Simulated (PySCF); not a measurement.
Predicted microwave data (PBE0-D3(BJ)/def2-SVP geometry optimisation, gas phase (PySCF 2.14.0)) for one isomer of [C5H11S]-:

| Property | Result |
| --- | --- |
| Rotational constants | A = 15095, B = 800.7, C = 778.7 MHz |
| Dipole components (about the centre of mass) | \|μa\| = 10.81 D, \|μb\| = 0.61 D, \|μc\| = 0.00 D |
| Inertial defect | -15.64 u·Å² |
| κ | -1.00 |

Question: Which structure is it? (One computed conformer of each.)
A. `[CH3:1][CH2:2][CH2:3][CH2:4][CH2:5][S-:6]` (charge -1) with C1–C2–C3–C4 180°, C2–C3–C4–C5 180°, C3–C4–C5–S6 180°
B. `[CH3:1][CH:2]([CH3:3])[C@H:4]([CH3:5])[S-:6]` (charge -1) with C1–C2–C4–C5 -177°
C. `[CH3:1][CH2:2][C@H:3]([CH3:4])[CH2:5][S-:6]` (charge -1) with C1–C2–C3–C4 -69°, C2–C3–C5–S6 -60°

Answer: A. It is CCCCC[S-], a near-prolate asymmetric top, point group Cs. The candidates at the same level (rigid rotor, commonest isotopes):

```
           SMILES  A (MHz)  B (MHz)  C (MHz)  μa (D)  μb (D)  μc (D)  Δ (u·Å²)  point group                        rotor
CC(C)[C@H](C)[S-]     3793     2131     1458    5.38    1.37    0.26    -23.74           C1               asymmetric top
        CCCCC[S-]    15095    800.7    778.7   10.81    0.61    0.00    -15.64           Cs  near-prolate asymmetric top
  CC[C@H](C)C[S-]     4069     1645     1251    6.76    1.41    0.21    -27.49           C1               asymmetric top
```

`CC(C)[C@H](C)[S-]` has B 166 % too high; `CC[C@H](C)C[S-]` has B 105 % too high. In the right answer the mirror of this Cs structure is the ab plane, so μc vanishes by symmetry (the 0.01 D computed is a residue). No structure here is proved a minimum.
